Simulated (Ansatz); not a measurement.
# Nb5Ag2Rh9: can entropy hold this alloy together?

All numbers below come from Ansatz, DFT r2SCAN, scalar-relativistic, plane waves, PAW.

Cutoff 500 eV; k points 7×7×4 on the computed 16-atom cell (Γ-centred); Gaussian smearing, width 0.10 eV; no spin polarisation.

Cells of 16 atoms on a hcp lattice, 2 Ag, 5 Nb, 9 Rh, each occupation relaxed without symmetry on a coarser mesh and computed once more. α is the first-shell Warren–Cowley parameter of unlike pairs (negative: unlike neighbours in excess, 0: random), given as its mean and root mean square over the pairs, since a mean near 0 can hide order that cancels. ΔH counts from the elements in their standard crystals.

```tsv
cell	mean α	rms α	ΔH (meV/atom)	V (Å³/atom)	rms shift from sites (Å)
1	-0.04	0.04	-174	15.36	0.12
2	-0.18	0.28	-260	15.37	0.16
3	0.05	0.12	-148	15.43	0.13
```

Task: Weigh the mixing energy against the ideal entropy.

Result: Ideal mixing gives S = −k_B Σ x ln x = 0.947 k_B per atom (7.9 J/(mol K)), worth 82 meV/atom at 1000 K. The cell nearest to random, 1, has ΔH = -174 meV/atom. It is already below the pure elements, so the rivals are ordered compounds, not the elements: strong attraction usually means ordering on cooling. ΔH includes the cost of putting the elements on this lattice where they prefer another, and what the coarser relaxation leaves, which can only raise it; vibrational entropy is left out.

The final mesh leaves forces up to 0.25 eV/Å and stresses up to 1.2 GPa.

Cost: 6 runs of about 2.7 core-hours in all (earlier runs that led there not counted), on Arm Neoverse V1 (shared hosts).